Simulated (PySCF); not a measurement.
CH₃S, SMILES C[S] (connectivity only; charge and spin as stated), charge -1, multiplicity 1.

Geometry: PBE0-D3(BJ)/def2-TZVPD. The spin state was assumed, not searched. The isomer is the one that the SMILES or the coordinates give; other isomers of the formula were not compared.

Two levels are set side by side: PBE/def2-TZVPD (PySCF) and PBE0/def2-TZVPD (PySCF). Same geometry, gas phase. Differences are taken from unrounded values.

```csv
quantity,PBE0
orbital gap (eV),4.05
highest occupied level (eV),0.28
lowest empty level (eV),4.33
mean polarisability (bohr³),61.4
```

**Question.** What does PBE give, and how far is it from PBE0? (Estimate from the structure and the level; the computed values follow.)

**Answer.** 
```csv
quantity,PBE,PBE minus PBE0
orbital gap (eV),2.49,-1.56
highest occupied level (eV),1.30,1.02
lowest empty level (eV),3.79,-0.54
mean polarisability (bohr³),66.6,5.2
```

PBE's occupied levels lie high since its potential decays too fast outside the molecule; exact exchange lowers them and widens the gap. PBE's more diffuse valence density responds more strongly to a field. Differences between two approximate levels are no errors against the true value.
